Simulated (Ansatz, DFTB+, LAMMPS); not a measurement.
Ladder of methods for the elastic constant C11 of bcc Ta

Reference value: 266 GPa (measured, 0 K, extrapolated to 0 K; zero-point effects included; as tabulated in Wang et al. (2022), arXiv:2209.12322).

| level (code) | value (GPa) | cell (Å³/atom) |
|---|---|---|
| Morse jacobson2022 (LAMMPS) | 200 | 18.11 |
| GFN1-xTB as cut by DFTB+ | 203 | 19.03 |
| SNAP Ta06A.snap (LAMMPS) | 270 | 18.24 |
| PBE (Ansatz) | … | 18.28 |
| r²SCAN (Ansatz) | 272 | 18.05 |

**Question.** Fill in the missing entries.

**Answer.** 
- PBE (Ansatz, an electronic-structure program), value (GPa): 262

Differences against the reference: Morse jacobson2022 -25 %, GFN1-xTB as cut by DFTB+ -24 %, SNAP Ta06A.snap +1.5 %, PBE -1.5 %, r²SCAN +2.3 %.

Leaving aside Morse jacobson2022 (doubt noted below): Once the reference is moved by up to 3.3 % (a margin picked here for doubts on the reference and the settings, and for temperature and zero-point motion) and values within 1.7 % count as equal, the nearest can be SNAP Ta06A.snap (+1.5 %), PBE (-1.5 %) or r²SCAN (+2.3 %). Among them GFN1-xTB as cut by DFTB+ (-24 %) misses by most. Within 10 %: SNAP Ta06A.snap, PBE, r²SCAN.

The measured value isn't corrected to a static lattice, so vibrations enter the comparison.  Density-functional levels without +SOC have no spin–orbit coupling. Morse jacobson2022: pair potentials favour close packing, so symmetry can be all that holds this lattice. GFN1-xTB as cut by DFTB+: the method was fitted mainly to molecules. GFN1-xTB as cut by DFTB+: codes differ in how they cut the long-range tail of xTB's charge interaction in a crystal, so the value belongs to this code. PBE, r²SCAN: shear constants of such metals converge slowly with the k mesh. Each level is taken at its own relaxed cell. Cutoffs differ between the levels. Ansatz's density-functional and Hartree–Fock values are scalar-relativistic unless marked +SOC, with PAW data made under PBE.

Empirical potentials (Morse jacobson2022) are fitted to chosen data: where that held the value shown, agreement is built in, and what lay outside the fit can be far off. Machine-learned potentials (SNAP Ta06A.snap) are trained on DFT data: a solid inside that data is no test of them.

Differences are worked out from the printed values.
